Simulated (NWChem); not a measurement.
**Spin states of Na**

```xyz
1

Na     0.0000     0.0000     0.0000
```
Charge 0, spin multiplicity 2.

The numbers come from NWChem runs, not from measurements.

Basis set: def2-TZVP. The gap is E(quartet) − E(doublet), so a negative value puts the higher spin lower. Open shells are unrestricted, coupled cluster uses restricted open-shell references. The quartet is the single determinant that the SCF runs reached; it need not be the lowest quartet, which in molecules with degenerate π orbitals can need several determinants. Where the lowest doublet needs several determinants, the single determinant used here isn't a pure state and places it wrongly.

```json
[
 {"method": "B3LYP", "vertical doublet-quartet gap (kcal/mol)": "774.4", "difference from CCSD(T)": "+15.2"},
 {"method": "PBE", "vertical doublet-quartet gap (kcal/mol)": "769.3", "difference from CCSD(T)": "+10.1"},
 {"method": "B2PLYP", "vertical doublet-quartet gap (kcal/mol)": "770.1", "difference from CCSD(T)": "+10.9"},
 {"method": "BLYP", "vertical doublet-quartet gap (kcal/mol)": "774.7", "difference from CCSD(T)": "+15.5"},
 {"method": "LC-wPBE (omega 0.3 per bohr)", "vertical doublet-quartet gap (kcal/mol)": "774.3", "difference from CCSD(T)": "+15.1"},
 {"method": "HF", "vertical doublet-quartet gap (kcal/mol)": "735.1", "difference from CCSD(T)": "-24.1"},
 {"method": "MP2", "vertical doublet-quartet gap (kcal/mol)": "763.5", "difference from CCSD(T)": "+4.3"},
 {"method": "CCSD(T)", "vertical doublet-quartet gap (kcal/mol)": "759.2", "difference from CCSD(T)": "0.0"}
]
```

The values span 39.6 kcal/mol, from HF (lowest) to BLYP (highest). 

The correlated methods keep 1 core orbital frozen. B3LYP has NWChem's definition, with VWN1-RPA local correlation. The stability of the SCF solutions was not checked. Open-shell Hartree-Fock references start from PBE0 orbitals. No row is a measurement; the coupled-cluster row has its own basis-set and correlation limits.
